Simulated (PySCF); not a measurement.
# Choosing a basis for TDDFT

COS.
SMILES: `O=C=S`

TDDFT with PBE0 (PySCF), vertical singlets, core orbitals frozen in the response, spherical d and f functions. Geometry: PBE0-D3(BJ)/def2-SVP; no solvent, vibrations or thermal averaging.

```csv
basis,functions,diffuse,S1 (eV),S2 (eV),S3 (eV),S4 (eV),S5 (eV),LUMO (eV),α (au)
6-31G*,46,no,5.78,6.08,6.08,8.73,8.73,-0.62,24.6
def2-SVP,46,no,5.79,6.11,6.11,8.84,8.84,-0.60,23.5
6-31+G*,58,yes,5.71,5.99,5.99,7.43,7.43,-0.88,28.0
def2-SVPD,70,yes,5.64,5.91,5.91,7.69,7.69,-1.02,33.6
aug-cc-pVDZ,73,yes,5.67,5.94,5.94,7.43,7.43,-0.90,33.1
def2-TZVP,99,no,5.62,5.89,5.89,8.08,8.08,-0.86,29.4
def2-TZVPD,123,yes,5.57,5.82,5.82,7.40,7.40,-0.98,34.0
aug-cc-pVTZ,142,yes,5.62,5.87,5.87,7.39,7.39,-0.94,33.8
```

**Question.** Compare the sets with the largest diffuse one.

**Answer.** States are compared by their number. Against the largest diffuse basis here (aug-cc-pVTZ, itself not a converged limit), sets without diffuse functions differ by up to 0.17 eV in S1 and 1.45 eV in S5; the smaller diffuse sets differ by up to 0.09 and 0.31 eV. State by state, the largest deviation of a set without diffuse functions is S1 0.17, S2 0.23, S3 0.23, S4 1.45, S5 1.45 eV. The same number needn't mean the same state in each row. Against aug-cc-pVTZ the polarisability deviates by -27% in 6-31G*, -31% in def2-SVP, -17% in 6-31+G*, -1% in def2-SVPD, -2% in aug-cc-pVDZ, -13% in def2-TZVP, 0% in def2-TZVPD.
